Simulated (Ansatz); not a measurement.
C5H6 (`C#C/C=C/C`), 11 atoms. Total charge 0; spin multiplicity 1. All runs use 4 threads of an Arm Neoverse V2 on a shared host. Correlated methods freeze the cores.

(1) How many basis functions does each run have, and how long does it take in Ansatz? RKS PBE0-D4/def2-QZVPP energy; RKS ωB97M-V/def2-TZVPP energy and forces; RKS PBE0-D4/def2-TZVP frequencies; direct RPA on PBE orbitals/def2-TZVPP energy; RKS ωB97M-V/def2-SVP energy; RKS B2PLYP (frozen core)/def2-TZVPP energy; RHF-CCSD(T)/def2-SVP energy; RHF-CCSD(T)/def2-TZVPP energy; RKS PBE0-D4/def2-SVP energy; RKS BLYP-D4/def2-TZVPP energy; RKS B97M-V/def2-TZVPP energy; RKS ωB97M-V/def2-QZVPP energy. (Best estimate.)

Results:

(1) Computed: Other jobs shared the machine, so times are rough.

```
                                level                job  functions  wall time  peak host memory (GiB)
                 RKS PBE0-D4/def2-SVP             energy        100      0.7 s                    0.44
               RKS BLYP-D4/def2-TZVPP             energy        239      1.4 s                    0.25
                 RKS ωB97M-V/def2-SVP             energy        100      2.5 s                    0.44
                 RHF-CCSD(T)/def2-SVP             energy        100      3.1 s                    0.45
direct RPA on PBE orbitals/def2-TZVPP             energy        239      3.2 s                    0.53
  RKS B2PLYP (frozen core)/def2-TZVPP             energy        239      3.8 s                    0.56
               RKS PBE0-D4/def2-QZVPP             energy        465        4 s                     1.2
                RKS B97M-V/def2-TZVPP             energy        239      5.5 s                    0.33
               RKS ωB97M-V/def2-TZVPP  energy and forces        239      6.5 s                    0.73
               RKS ωB97M-V/def2-QZVPP             energy        465       11 s                     1.6
               RHF-CCSD(T)/def2-TZVPP             energy        239       75 s                     4.7
                RKS PBE0-D4/def2-TZVP        frequencies        191       88 s                    0.44
```
